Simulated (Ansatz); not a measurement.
propyne (SMILES C#CC) moved off its minimum; all values from Ansatz (an electronic-structure program), cores frozen in correlated methods.
(charge 0, multiplicity 1)
```xyz
7

C     -1.21116    -0.12576    -0.14865
C      0.21221     0.05801     0.00990
C      1.43069     0.13265     0.16599
H     -1.44150    -0.98361    -0.75156
H     -1.64544     0.73695    -0.62332
H     -1.69265    -0.22452     0.82551
H      2.43905     0.27354     0.31944
```

### Question
Give the forces (eV/Å), the total energy and the dipole at CCSD(T)/cc-pVTZ.

### Answer

```csv
atom,Fx,Fy,Fz
C1,-0.479,0.282,0.440
C2,2.643,-0.055,0.344
C3,-3.290,-0.159,-0.422
H4,-0.078,-0.532,-0.262
H5,-0.244,0.436,-0.288
H6,-0.011,-0.131,0.007
H7,1.460,0.159,0.181
```
Energy -116.4329 hartree, dipole 0.79 D.
